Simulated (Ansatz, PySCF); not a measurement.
Bond stretch in C2H3Cl, SMILES C=CCl. The C2–Cl6 bond (C2 also carries C, H; Cl6 carries nothing else) is varied alone, starting from the PBE0/def2-TZVP optimised geometry.

- UHF/cc-pVTZ (Ansatz, a first-principles code)
- RHF/cc-pVTZ (Ansatz)
- UKS-PBE = unrestricted PBE/cc-pVTZ in Ansatz
- RKS-PBE = restricted PBE/cc-pVTZ in Ansatz
- UKS-B3LYP = unrestricted B3LYP/cc-pVTZ (Ansatz)
- RKS-B3LYP = restricted B3LYP/cc-pVTZ (Ansatz)
- UKS-B3LYP/6-31G* = unrestricted B3LYP/6-31G*, spherical d (PySCF)
- RKS-B3LYP/6-31G* = restricted B3LYP/6-31G*, spherical d (PySCF 2.14.0)
- UKS-B3LYP/LANL2DZ = unrestricted B3LYP/LANL2DZ, with its core potentials past Ne in PySCF
- RKS-B3LYP/LANL2DZ = restricted B3LYP/LANL2DZ, with its core potentials past Ne run with PySCF 2.14.0

Scanned distances (Å): 1.28, 1.39, 1.44, 1.53, 1.64, 1.67, 1.72, 1.78, 1.86, 1.88, 2.00, 2.15, 2.29, 2.55, 2.81, 3.04, 3.44, 3.74, 4.21, 4.58, 5.11, 6.04.

**Question.** Where does the unrestricted solution first break spin symmetry (<S²> of 0.01 or more)?

**Answer.** UHF: already at 1.28 Å; UKS-PBE: between 2.81 and 3.04 Å; UKS-B3LYP: between 2.55 and 2.81 Å; UKS-B3LYP/6-31G*: between 2.55 and 2.81 Å; UKS-B3LYP/LANL2DZ: between 2.55 and 2.81 Å.

```tsv
R / Å	<S²> UHF	E(RHF) − E(UHF) / kcal/mol	<S²> UKS-PBE	E(RKS-PBE) − E(UKS-PBE) / kcal/mol	<S²> UKS-B3LYP	E(RKS-B3LYP) − E(UKS-B3LYP) / kcal/mol	<S²> UKS-B3LYP/6-31G*	E(RKS-B3LYP/6-31G*) − E(UKS-B3LYP/6-31G*) / kcal/mol	<S²> UKS-B3LYP/LANL2DZ	E(RKS-B3LYP/LANL2DZ) − E(UKS-B3LYP/LANL2DZ) / kcal/mol
1.28	0.07	0.1	0.00	0.0	0.00	0.0	0.00	0.0	0.00	0.0
1.39	0.01	0.0	0.00	0.0	0.00	0.0	0.00	0.0	0.00	0.0
1.44	0.00	0.0	0.00	0.0	0.00	0.0	0.00	0.0	0.00	0.0
1.53	0.00	0.0	0.00	0.0	0.00	0.0	0.00	0.0	0.00	0.0
1.64	0.00	0.0	0.00	0.0	0.00	0.0	0.00	0.0	0.00	0.0
1.67	0.00	0.0	0.00	0.0	0.00	0.0	0.00	0.0	0.00	0.0
1.72	0.00	0.0	0.00	0.0	0.00	0.0	0.00	0.0	0.00	0.0
1.78	0.00	0.0	0.00	0.0	0.00	0.0	0.00	0.0	0.00	0.0
1.86	0.00	0.0	0.00	0.0	0.00	0.0	0.00	0.0	0.00	0.0
1.88	0.00	0.0	0.00	0.0	0.00	0.0	0.00	0.0	0.00	0.0
2.00	0.00	0.0	0.00	0.0	0.00	0.0	0.00	0.0	0.00	0.0
2.15	0.08	0.1	0.00	0.0	0.00	0.0	0.00	0.0	0.00	0.0
2.29	0.45	2.4	0.00	0.0	0.00	0.0	0.00	0.0	0.00	0.0
2.55	0.90	15.6	0.00	0.0	0.00	0.0	0.00	0.0	0.00	0.0
2.81	1.09	32.3	0.00	0.0	0.28	1.1	0.27	1.0	0.30	1.2
3.04	1.16	46.2	0.29	0.8	0.55	5.0	0.53	4.8	0.56	5.3
3.44	1.21	66.4	0.62	5.5	0.77	12.9	0.76	12.6	0.78	13.4
3.74	1.22	78.2	0.73	8.8	0.85	17.9	0.84	17.7	0.86	18.6
4.21	1.23	92.3	0.81	12.5	0.93	23.8	0.91	23.6	0.93	24.7
4.58	1.23	100.4	0.84	14.4	0.96	27.0	0.94	26.8	0.96	28.1
5.11	1.23	109.0	0.86	16.0	0.99	30.1	0.97	29.7	0.99	31.2
6.04	1.23	118.2	0.88	17.3	1.01	33.0	0.99	32.3	1.01	34.0
```
